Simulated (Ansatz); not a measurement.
Steps of a relaxation of C3H5FO (`FC1CCO1`) with RKS PBE0-D4/def2-TZVP.

```sh
$ ansatz run in.yaml --threads 4 --pin off --events-out ev --progress --plain --max-ram 10444MiB
```

```yaml
crystal:
  periodic: [false, false, false]
  atoms:
    - {symbol: F, position_ang: [-2.026302, -0.420215, -0.423113]}
    - {symbol: C, position_ang: [-0.998352, 0.204398, 0.253847]}
    - {symbol: C, position_ang: [0.243392, 0.460033, -0.613120]}
    - {symbol: C, position_ang: [0.910500, -0.569392, 0.318968]}
    - {symbol: O, position_ang: [-0.307486, -0.691518, 1.098782]}
    - {symbol: H, position_ang: [-1.457281, 1.053227, 0.813158]}
    - {symbol: H, position_ang: [0.104017, 0.149490, -1.665417]}
    - {symbol: H, position_ang: [0.651862, 1.487126, -0.570187]}
    - {symbol: H, position_ang: [1.753111, -0.189551, 0.936101]}
    - {symbol: H, position_ang: [1.209737, -1.534697, -0.146118]}
basis:
  gaussian: {orbitals: def2-TZVP}
hamiltonian: {xc: pbe0, dispersion: d4}
relax: {f_tol: 0.005, max_steps: 150}
```

Positions (Å) and forces (eV/Å) along the path, 7 of 7 steps:

```xyz
10
step=1 energy=-7950.2678 eV
F    -2.026   -0.420   -0.423    0.389    0.168    0.258
C    -0.998    0.204    0.254    0.014    0.242    0.239
C     0.243    0.460   -0.613   -0.087    0.015   -0.150
C     0.910   -0.569    0.319    0.311   -0.123    0.013
O    -0.307   -0.692    1.099    0.019    0.304   -0.547
H    -1.457    1.053    0.813    0.237   -0.551   -0.332
H     0.104    0.149   -1.665    0.105    0.152    0.548
H     0.652    1.487   -0.570   -0.239   -0.538    0.006
H     1.753   -0.190    0.936   -0.512   -0.187   -0.301
H     1.210   -1.535   -0.146   -0.239    0.519    0.267
10
step=2 energy=-7950.3079 eV
F    -2.013   -0.416   -0.418    0.116    0.064    0.084
C    -0.991    0.209    0.254    0.047   -0.046    0.079
C     0.242    0.458   -0.613   -0.036    0.019   -0.007
C     0.910   -0.565    0.314    0.054   -0.057    0.028
O    -0.305   -0.688    1.089   -0.014    0.149   -0.196
H    -1.447    1.041    0.810    0.080   -0.148   -0.115
H     0.110    0.149   -1.653    0.017    0.049    0.162
H     0.643    1.474   -0.569   -0.050   -0.150    0.000
H     1.736   -0.190    0.931   -0.148   -0.044   -0.102
H     1.198   -1.522   -0.142   -0.066    0.163    0.069
10
step=3 energy=-7950.3121 eV
F    -2.006   -0.419   -0.415    0.007   -0.001   -0.002
C    -0.987    0.208    0.253    0.021   -0.023    0.024
C     0.242    0.457   -0.610   -0.014   -0.010   -0.002
C     0.907   -0.565    0.313   -0.011    0.003    0.011
O    -0.304   -0.683    1.088   -0.004    0.022   -0.028
H    -1.442    1.037    0.802   -0.013    0.016    0.007
H     0.109    0.152   -1.646    0.003    0.000   -0.017
H     0.643    1.468   -0.565    0.000    0.005    0.005
H     1.730   -0.189    0.924    0.010    0.001    0.008
H     1.190   -1.516   -0.142    0.001   -0.013   -0.006
10
step=4 energy=-7950.3122 eV
F    -2.005   -0.420   -0.415   -0.003   -0.004   -0.003
C    -0.987    0.208    0.254    0.010   -0.005    0.012
C     0.242    0.458   -0.611   -0.004   -0.004   -0.009
C     0.907   -0.565    0.313   -0.001   -0.001    0.005
O    -0.303   -0.682    1.088   -0.002    0.008   -0.004
H    -1.443    1.037    0.802   -0.004    0.002   -0.001
H     0.109    0.152   -1.647    0.002    0.004   -0.002
H     0.642    1.469   -0.564    0.002    0.002    0.003
H     1.731   -0.190    0.924    0.002   -0.001    0.000
H     1.189   -1.517   -0.142   -0.001   -0.002   -0.002
10
step=5 energy=-7950.3122 eV
F    -2.001   -0.429   -0.413   -0.002   -0.004   -0.016
C    -0.986    0.208    0.253   -0.021    0.024    0.021
C     0.243    0.459   -0.611   -0.010   -0.026    0.012
C     0.906   -0.565    0.313    0.018   -0.001   -0.004
O    -0.301   -0.674    1.093    0.004    0.002   -0.006
H    -1.448    1.037    0.798    0.005    0.003   -0.012
H     0.112    0.159   -1.649    0.000   -0.004    0.008
H     0.644    1.469   -0.560   -0.002    0.003    0.009
H     1.735   -0.194    0.920    0.005    0.001   -0.005
H     1.180   -1.520   -0.141    0.001    0.002   -0.006
10
step=6 energy=-7950.3123 eV
F    -2.000   -0.431   -0.413   -0.003   -0.003   -0.007
C    -0.987    0.208    0.254   -0.005    0.019    0.002
C     0.242    0.459   -0.611   -0.001   -0.011    0.002
C     0.907   -0.565    0.313    0.007    0.006   -0.007
O    -0.300   -0.672    1.095    0.003   -0.007    0.010
H    -1.450    1.038    0.796    0.003   -0.004   -0.006
H     0.112    0.160   -1.649   -0.001   -0.001    0.005
H     0.643    1.469   -0.558   -0.001    0.000    0.004
H     1.737   -0.195    0.918    0.000   -0.002   -0.002
H     1.178   -1.521   -0.142   -0.002    0.003   -0.001
10
step=7 energy=-7950.3124 eV
F    -1.997   -0.436   -0.414    0.000    0.000    0.000
C    -0.987    0.208    0.254    0.001    0.000    0.000
C     0.242    0.459   -0.610    0.000    0.000   -0.001
C     0.907   -0.565    0.313    0.000    0.000    0.000
O    -0.299   -0.668    1.098    0.001    0.001    0.000
H    -1.453    1.038    0.792    0.000    0.000    0.000
H     0.113    0.162   -1.649    0.000    0.000    0.000
H     0.643    1.470   -0.555    0.000    0.000    0.001
H     1.740   -0.198    0.915    0.000    0.000    0.000
H     1.173   -1.522   -0.142   -0.001    0.000    0.000
```

Run time 19 s (4 threads of an Arm Neoverse V1 on a shared host); peak host memory 0.41 GiB.
